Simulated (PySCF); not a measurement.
Stepwise substitution at one centre (Al Cl-SH). Gas-phase values, no solvent. One relaxed conformer stands for each flexible species; it need not be the lowest. Strings in code marks are SMILES.

Method: PBE-D3(BJ)/def2-TZVP // B3LYP-D3(BJ)/def2-TZVP in PySCF. All candidates: neutral, multiplicity 1. Excitations are Tamm–Dancoff values on a coarser integration grid. The basis has no diffuse functions, so Rydberg states are missing or too high.

The HOMO–LUMO gap is 5.78 eV, the S1 excitation (TDA) comes out as 5.90 eV and the T1 excitation (TDA) is 5.66 eV.

### Question
Identify which member has these values.
A) `[SH][Al]([SH])[SH]`
B) `[SH][Al]([SH])[Cl]` (H–S–Al–Cl torsion 0°, Cl–Al–S–H torsion 0°)
C) `[Cl][Al]([Cl])[Cl]`
D) `[SH][Al]([Cl])[Cl]` (H–S–Al–Cl torsion 180°)

### Answer
C, `[Cl][Al]([Cl])[Cl]`. The others give `[SH][Al]([Cl])[Cl]` (H–S–Al–Cl torsion 180°): 5.11 eV, 5.21 eV, 4.88 eV; `[SH][Al]([SH])[Cl]` (H–S–Al–Cl torsion 0°, Cl–Al–S–H torsion 0°): 4.96 eV, 5.01 eV, 4.79 eV; `[SH][Al]([SH])[SH]`: 5.01 eV, 5.05 eV, 4.86 eV
